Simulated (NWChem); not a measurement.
# Li$_{2}$; SMILES [Li][Li]

Computed with NWChem. Coordinates come from a PBE0/def2-SVP optimisation. Total energies compare along this basis series because the functional is fixed.

```json
[
 {"level": "Hartree-Fock/3-21G", "basis functions": "18", "energy (Ha)": "-14.7692", "highest occupied level (eV)": "-4.84", "orbital gap (eV)": "5.08"},
 {"level": "Hartree-Fock/pcseg-1", "basis functions": "18", "energy (Ha)": "-14.8596", "highest occupied level (eV)": "-4.84", "orbital gap (eV)": "5.22"},
 {"level": "Hartree-Fock/aug-pcseg-1", "basis functions": "26", "energy (Ha)": "-14.8597", "highest occupied level (eV)": "-4.85", "orbital gap (eV)": "4.94"},
 {"level": "Hartree-Fock/pcseg-2", "basis functions": "30", "energy (Ha)": "-14.8679", "highest occupied level (eV)": "-4.89", "orbital gap (eV)": "5.15"},
 {"level": "Hartree-Fock/def2-TZVPP", "basis functions": "38", "energy (Ha)": "-14.8713", "highest occupied level (eV)": "-4.89", "orbital gap (eV)": "5.22"},
 {"level": "Hartree-Fock/def2-QZVP", "basis functions": "70", "energy (Ha)": "-14.8718", "highest occupied level (eV)": "-4.89", "orbital gap (eV)": "?"}
]
```

Q: Some entries are withheld; supply them.

A: 
- Hartree-Fock/def2-QZVP, orbital gap (eV): 5.03
